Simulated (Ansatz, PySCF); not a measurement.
Barrier height from CHN (SMILES C#N) to the transition structure CHN, without zero-point energy, on the benchmark's geometries as Psi4's copy of the set gives them.
Transition structure (charge 0, multiplicity 1):
```xyz
3

C      0.080     0.620     0.000
N      0.080    -0.568     0.000
H     -1.044     0.255     0.000
```
Reactant (charge 0, multiplicity 1):
```
atom   x (Å)   y (Å)    z (Å)
----  ------  ------  -------
C     0.0000  0.0000  -0.5004
N     0.0000  0.0000   0.6526
H     0.0000  0.0000  -1.5663
```

Open shells are unrestricted; no spin–orbit coupling.

Frozen-core correlation. CBS: X⁻³ extrapolation of the correlation energy, Hartree–Fock from the larger set. Rows in 6-31G* carry no dispersion term and start afresh at each structure (6-31G* with six Cartesian d functions).

Run with Ansatz (Gaussian orbitals); PySCF for 6-31G* rows, the dispersion terms. Each number belongs to the level named beside it.

### Question
What barrier height does PBE0-D3(BJ)/def2-TZVPPD give?

### Answer
46.3 kcal/mol

### Question
Predict the barrier height from B3LYP/6-31G*.

### Answer
50.0 kcal/mol

### Question
Give the barrier height at the level CCSD(T)/CBS(aug-cc-pVTZ, aug-cc-pVQZ).

### Answer
47.7 kcal/mol

Ansatz is a program for electronic structure.
